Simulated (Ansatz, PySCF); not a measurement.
This Ansatz (a program for electronic structure) input computes a r2SCAN/def2-TZVPD energy:

Ansatz 0.2 input:
```yaml
crystal:
  periodic: [false, false, false]
  atoms:
    - {symbol: C, position_ang: [0.00000000, -0.00000000, 0.00000000]}
    - {symbol: H, position_ang: [-0.00996657, 1.09156801, -0.02069198]}
    - {symbol: H, position_ang: [0.95018374, -0.53760457, -0.01343118]}
    - {symbol: H, position_ang: [-0.94021717, -0.55396344, 0.03412316]}
basis:
  gaussian:
    orbitals: def2-TZVPD
hamiltonian:
  xc: {name: r2SCAN}
total_charge: 1
output: {forces: true}
```

Q: Write an input for the same energy in PySCF and say what it gives.

A: 
```python
from pyscf import gto, scf, dft

mol = gto.M(
    atom='''
    C     0.00000000   -0.00000000    0.00000000
    H    -0.00996657    1.09156801   -0.02069198
    H     0.95018374   -0.53760457   -0.01343118
    H    -0.94021717   -0.55396344    0.03412316
    ''',
    basis='def2-tzvpd',
    charge=1,
    spin=0,
    verbose=4,
)

mf = dft.RKS(mol, xc='r2scan').density_fit(auxbasis='def2-universal-jkfit')
mf.grids.level = 4
mf.conv_tol = 1e-9
mf.max_cycle = 100
mf.max_memory = 1500
mf.kernel()
if not mf.converged:
    mf = mf.newton()
    mf.kernel(mf.make_rdm1())
mf.analyze()
```
It gives -39.45651 Eh, and Ansatz -39.45644 Eh, a difference of 0.07 mEh, from the treatment of integrals and grids.
